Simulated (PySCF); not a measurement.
## Spin–spin coupling constants

Molfile (atoms numbered from 1):
```
C2F4
     RDKit          3D

  6  5  0  0  0  0  0  0  0  0999 V2000
   -1.6074   -0.5967    0.4658 F   0  0  0  0  0  0  0  0  0  0  0  0
   -0.6296   -0.0248   -0.2126 C   0  0  0  0  0  0  0  0  0  0  0  0
   -1.0490    0.4908   -1.3533 F   0  0  0  0  0  0  0  0  0  0  0  0
    0.6309    0.0257    0.2051 C   0  0  0  0  0  0  0  0  0  0  0  0
    1.0495   -0.4906    1.3462 F   0  0  0  0  0  0  0  0  0  0  0  0
    1.6088    0.5976   -0.4728 F   0  0  0  0  0  0  0  0  0  0  0  0
  1  2  1  0
  2  3  1  0
  2  4  2  3
  4  5  1  0
  4  6  1  0
M  END
```

Method: B3LYP/pcJ-1//GFN2-xTB, PySCF; isolated molecule, single conformer, non-relativistic. Couplings are averaged over pairs made equivalent by symmetry, fast rotation or ring inversion, so a value needn't be that of the named pair in this geometry, while other rotamers aren't included; one pair stands for each set, and the list holds those of at least 1.5 Hz over up to four bonds. One-bond C–F couplings come out tens of Hz too large with common functionals.

Isotopes: $^{19}$F, $^{13}$C.

| pair | bonds | J (Hz) |
| --- | --- | --- |
| F1, C2 | 1 | ? |
| C2, C4 | 1 | ? |
| F1, F3 | 2 | 52.1 |
| F1, C4 | 2 | 51.7 |
| F1, F5 | 3 | 123.3 |
| F1, F6 | 3 | -156.2 |

Q: Estimate the withheld couplings, with signs.

A: 
- $^{1}J$(F1,C2) = -362.2 Hz (bond length 1.320 Å)
- $^{1}J$(C2,C4) = 217.1 Hz (bond length 1.329 Å)
